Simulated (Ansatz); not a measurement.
Geometry optimisation, Ansatz, UKS revPBE/6-31G*.

Input:

```yaml
crystal:
  periodic: [false, false, false]
  atoms:
    - { symbol: B, position_ang: [0.0, 0.0, 0.0] }
    - { symbol: H, position_ang: [0.0, 0.0, 1.44] }
    - { symbol: O, position_ang: [1.2211, 0.0, -0.705] }
    - { symbol: H, position_ang: [1.5209, -0.9519, -0.8599] }
    - { symbol: O, position_ang: [-1.2211, 0.0, -0.705] }
    - { symbol: H, position_ang: [-1.7308, -0.8467, -0.4965] }
    - { symbol: H, position_ang: [0.0, 0.0, 2.4] }
magnetization:
  spin_polarized: true
  initial_magnetization: 1
basis:
  gaussian: { orbitals: "6-31G*" }
hamiltonian:
  xc: revpbe
relax:
  f_tol: 0.15
  max_steps: 25
  restrain:
    - { distance: [1, 6], at: 0.66, k: 30.0 }
    - { distance: [0, 1], at: 2.39, k: 30.0 }
```

Launched with:

```bash
$ ansatz run input.yaml --threads 1 --pin off --max-ram 2048MiB --backend cpu --events-out ev --progress --plain --runs-dir out
```

**Question.** Where does it end, and by what steps?

**Answer.** The forces met the threshold. The restraints hold the end off the free minimum. After 21 steps the energy has fallen by 1.182 eV (the restraints' own energy left out); H4 moved furthest, 0.70 Å. Joined: H2–H7 (0.96 → 0.72 Å).

```csv
step,energy less start (eV),largest force component (eV/Å),accepted
0,0.0000,1.507,yes
1,-0.1091,1.728,yes
2,0.1895,5.589,yes
3,-0.3134,1.902,yes
4,-0.6656,1.369,yes
5,-0.8197,1.627,yes
6,-0.9883,1.153,yes
7,-0.9290,2.744,no
8,-1.0839,1.277,yes
9,-1.1358,1.396,yes
10,-1.1594,1.539,yes
11,-1.0286,2.334,no
12,-1.1586,1.584,no
13,-1.1632,1.550,yes
14,-1.1719,1.627,yes
15,-1.1175,1.713,no
16,-1.1868,1.209,no
17,-1.1784,1.550,yes
18,-1.1796,1.669,yes
19,-1.1424,1.555,no
20,-1.1800,1.689,yes
21,-1.1817,1.683,yes
```

```xyz
7
Properties=species:S:1:pos:R:3
B -0.018 -0.314 -0.413
H 0.024 -0.099 1.974
O 1.095 -0.406 -1.210
H 1.905 -0.399 -0.668
O -1.262 -0.310 -0.990
H -1.955 -0.242 -0.307
H 0.002 -0.029 2.687
```

Time of the run: 31 s on 1 thread of Arm Neoverse V2, with other jobs on the host, peak memory 0.12 GiB.
